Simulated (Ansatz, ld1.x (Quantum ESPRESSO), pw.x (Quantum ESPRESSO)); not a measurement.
**pw.x on bcc Al: one setting changed**

Potential: ultrasoft, ld1.x (Quantum ESPRESSO) 7.5, PBEsol; core [Ne], reference 3s2 3p1; waves: 3s (bound): rcut 1.40, rcutus 1.90 bohr; 3s channel at -0.05 Ry: rcut 1.40, rcutus 1.90 bohr; 3p (bound): rcut 1.85, rcutus 2.00 bohr; 3p channel at 0.45 Ry: rcut 1.85, rcutus 2.00 bohr; 3d channel at 0.4 Ry: rcut 1.55, rcutus 1.65 bohr; local part: all-electron potential smoothed inside 1.70 bohr (lloc = -1); core correction: none; augmentation: built from norm-conserving waves at rcut, not smoothed further.

The reference run (k-mesh 14³, cutoffs 40/600 Ry, Fermi–Dirac 0.01 Ry, mixing_beta 0.4, conv_thr 1e-9, no spin) gives 0.48 GPa at 16.575 Å³/atom, where all-electron LAPW gives 0.16 GPa. This run, with its own iteration cap, changes nbnd to 1, a wrong or extreme entry chosen on purpose.

```
&control
  calculation='scf', prefix='x', pseudo_dir='./', outdir='./tmp', tstress=.true., disk_io='none'
/
&system
  ibrav=0, nat=1, ntyp=1, ecutwfc=40, ecutrho=600, nbnd=1,
  occupations='smearing', smearing='fd', degauss=0.01
/
&electrons
  conv_thr=1e-09, mixing_beta=0.4, electron_maxstep=70
/
ATOMIC_SPECIES
Al 1.0 Al.UPF
CELL_PARAMETERS angstrom
  -1.60619344 1.60619344 1.60619344
  1.60619344 -1.60619344 1.60619344
  1.60619344 1.60619344 -1.60619344
ATOMIC_POSITIONS crystal
Al 0.0000 0.0000 0.0000
K_POINTS automatic
14 14 14 0 0 0
```

```bash
pw.x < Al.scf.in > Al.scf.out
```

Task: How does the run end?

Result: It stops with "setup: too few bands". There must be at least as many bands as half the electrons, and more with smearing.

```
Error in routine setup (1):
     too few bands
```

The run took about 0.1 s on one core of a shared host (Neoverse-V1, 64 threads, 495 GiB, load 23).
